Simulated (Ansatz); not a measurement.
**SiH3 radical: one species, many methods**

One table from this session's results is given with a row withheld; the runs are named, their logs left out.

Method: functionals in def2-TZVPP, the program's frozen cores in correlated methods; program: Ansatz 0.2.0, Gaussian basis.

The runs, in order: LDA (SPW92), PBE-D4, revPBE-D4, BLYP-D4, r2SCAN-D4, B97M-V, PBE0-D4, B3LYP-D4, r2SCANh-D4, r2SCAN0-D4, HSE06-D4, BHLYP-D4, CAM-B3LYP-D4, LC-ωPBE, ωB97X-V, ωB97M-V, B2PLYP, PBE-QIDH; CCSD(T)/def2-SVP; CCSD(T)/def2-TZVPP; CCSD(T)/def2-QZVPP; extrapolation to the limit; RPA on PBE.

### The geometry

The geometry comes from an earlier relaxation with PBE0-D4 in a triple-zeta def2 set; it is a stationary point.

SMILES `[SiH3]`, 4 atoms, charge 0, spin multiplicity 2.

Atoms are counted from 1 here; the program's logs count them from 0.

Bond lengths: Si1–H2 1.486 Å, Si1–H3 1.486 Å, Si1–H4 1.486 Å. Angles: H2–Si1–H3 111.2°, H2–Si1–H4 111.2°, H3–Si1–H4 111.2°.

As a file:

```xyz
4
charge 0, multiplicity 2
Si    0.2938   -0.0269   -0.1640
H     0.5592    0.6653    1.1239
H    -0.2240   -1.4016    0.0601
H    -0.6289    0.7632   -1.0200
```

The first run:

Input file in.yaml:

```yaml
crystal:
  periodic: [false, false, false]
  atoms:
    - {symbol: Si, position_ang: [0.293783, -0.026898, -0.164035]}
    - {symbol: H, position_ang: [0.559152, 0.665299, 1.123896]}
    - {symbol: H, position_ang: [-0.224040, -1.401646, 0.060133]}
    - {symbol: H, position_ang: [-0.628895, 0.763246, -1.019994]}
basis:
  gaussian: {orbitals: def2-TZVPP}
magnetization: {spin_polarized: true, initial_magnetization: 1}
hamiltonian: {xc: lda}
output: {orbitals: {seedname: orbitals}}
```

Run with:

```sh
> ansatz run in.yaml --threads 2 --pin off --events-out ev --progress --plain --max-ram 32768MiB --backend cpu
```

Steps of the session up to this table: LDA; PBE-D4 (GGA); revPBE-D4 (GGA); BLYP-D4 (GGA); r2SCAN-D4 (meta-GGA); B97M-V (meta-GGA); PBE0-D4 (hybrid); B3LYP-D4 (hybrid); r2SCANh-D4 (hybrid); r2SCAN0-D4 (hybrid); HSE06-D4 (hybrid); BHLYP-D4 (hybrid); CAM-B3LYP-D4 (range-separated); LC-ωPBE (range-separated); ωB97X-V (range-separated); ωB97M-V (range-separated); B2PLYP (double hybrid); PBE-QIDH (double hybrid).

One of the session's tables, all rows but one given; the rest of the session is left out.

It belongs to the step «Orbital energies across the functionals». 

```
  functional  HOMO (eV)  LUMO (eV)  gap (eV)
 LDA (SPW92)          ?          ?         ?
      PBE-D4      -5.32      -3.48      1.84
   revPBE-D4      -5.31      -3.34      1.98
     BLYP-D4      -5.08      -3.53      1.55
   r2SCAN-D4      -5.67      -2.95      2.73
      B97M-V      -5.40      -3.81      1.58
     PBE0-D4      -6.40      -2.52      3.88
    B3LYP-D4      -6.10      -2.95      3.15
  r2SCANh-D4      -6.07      -2.65      3.42
  r2SCAN0-D4      -6.66      -2.21      4.45
    HSE06-D4      -6.00      -2.91      3.09
    BHLYP-D4      -7.26      -1.75      5.51
CAM-B3LYP-D4      -7.58      -1.67      5.91
     LC-ωPBE      -9.07      -0.18      8.88
     ωB97X-V      -8.51      -0.75      7.75
     ωB97M-V      -8.14      -0.89      7.25
```

**Question.** Estimate the row for LDA (SPW92).

The run gave: HOMO (eV): -5.26; LUMO (eV): -3.94; gap (eV): 1.32. In the column «HOMO (eV)» it lies between revPBE-D4 (-5.31) and BLYP-D4 (-5.08).
